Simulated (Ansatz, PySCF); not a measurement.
System: propene, C₃H₆ (charge 0, singlet). 
Geometry from a B3LYP-D3(BJ)/def2-TZVP (Ansatz, a program for electronic structure) optimisation:
SMILES: C=CC
```xyz
9

C      1.2882     0.1370     0.0119
C      0.0047     0.4726     0.0011
H      1.6023    -0.9010     0.0124
H      2.0710     0.8846     0.0207
H     -0.2612     1.5267     0.0011
C     -1.1384    -0.4921    -0.0114
H     -0.7888    -1.5254    -0.0106
H     -1.7831    -0.3471     0.8604
H     -1.7673    -0.3432    -0.8940
```
Charge 0, spin multiplicity 1.


Quantity: enthalpy of formation at 298 K (from the atomisation energy, B3LYP-D3(BJ)/def2-TZVP harmonic zero-point and thermal terms from PySCF, and the atoms' enthalpies of formation in the G2/97 table; no spin-orbit terms, and no core term in the frozen-core levels), in kcal/mol. Valence correlation only, unless marked. Open shells are spin-unrestricted. No spin-orbit coupling. No relativistic terms. The coupled-cluster limit lacks core correlation, which all-electron functionals hold. CBS(X,Y): correlation extrapolated as X^-3; Hartree-Fock from the larger set. [CCSD(T)-MP2]/basis is that difference in the basis named.

```tsv
level	program	enthalpy of formation at 298 K (kcal/mol)
PBE-D4/def2-TZVPD	Ansatz + dftd4	-9.6
```

Question: Predict the RI-MP2/CBS(aug-cc-pVTZ,aug-cc-pVQZ)+[CCSD(T)-MP2]/aug-cc-pVTZ result (Ansatz).

Answer: 6.1 kcal/mol, so PBE-D4/def2-TZVPD differs from it by -15.7 kcal/mol.
